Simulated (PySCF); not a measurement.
Difluoromethylene, CF2 (singlet state).
InChI=1S/CF2/c2-1-3

The closed-shell ground state was solved at several levels (PySCF, density fitting, gas phase, non-relativistic). Geometry: PBE0-D3(BJ)/def2-SVP; no solvent, vibrations or thermal averaging.

```
              level  basis functions  HOMO (eV)  LUMO (eV)  gap (eV)  dipole (D)
   PBE0/aug-cc-pVDZ               69      -8.80      -2.32      6.48        0.67
      PBE0/pcSseg-1               51      -8.67      -2.14      6.53        0.66
      LDA/def2-SVPD               66      -7.26      -3.98      3.28        0.84
        PBE0/6-31G*               42      -8.16      -1.62      6.54        0.74
BHandHLYP/def2-SVPD               66     -10.46      -1.07      9.39        0.54
      PBE/def2-SVPD               66      -7.17      -3.67      3.50        0.81
  mPW1PW91/pcSseg-2              108      -8.83      -2.28      6.55        0.67
  wB97X-D/def2-SVPD               66     -10.81      -0.40     10.41        0.68
     PBE0/def2-TZVP               93      -8.74      -2.20      6.54        0.71
CAM-B3LYP/def2-SVPD               66     -10.40      -1.14      9.26        0.65
   PBE0/aug-cc-pVTZ              138      -8.81      -2.29      6.52        0.67
       PBE0/6-31+G*               54      -8.82      -2.33      6.49        0.63
  LC-wPBE/def2-SVPD               66     -11.76       0.30     12.06        0.71
```

What might PBE0/def2-SVP (42 basis functions) give for the same quantities?

HOMO -8.46 eV, LUMO -2.05 eV, gap 6.41 eV, dipole 0.80 D.

Over all these levels, which gives the widest orbital gap and which the narrowest?

LC-wPBE/def2-SVPD (range-separated hybrid) has the widest, 12.06 eV, and LDA/def2-SVPD (LDA) the narrowest, 3.28 eV. The two share the basis. From the narrowest to the widest the HOMO moves by -4.50 eV and the LUMO by +4.28 eV.

How much does the basis alone move the frontier levels among the 7 PBE0 rows (the withheld one included)?

The HOMO by 0.66 eV and the LUMO by 0.71 eV. By rising basis size (HOMO, LUMO in eV): 6-31G* -8.16, -1.62; def2-SVP -8.46, -2.05; pcSseg-1 -8.67, -2.14; 6-31+G* -8.82, -2.33; aug-cc-pVDZ -8.80, -2.32; def2-TZVP -8.74, -2.20; aug-cc-pVTZ -8.81, -2.29.

How far do the dipole and the HOMO energy spread over the levels?

The dipole runs from 0.54 to 0.84 D (mean 0.70 D) and the HOMO from -11.76 to -7.17 eV.
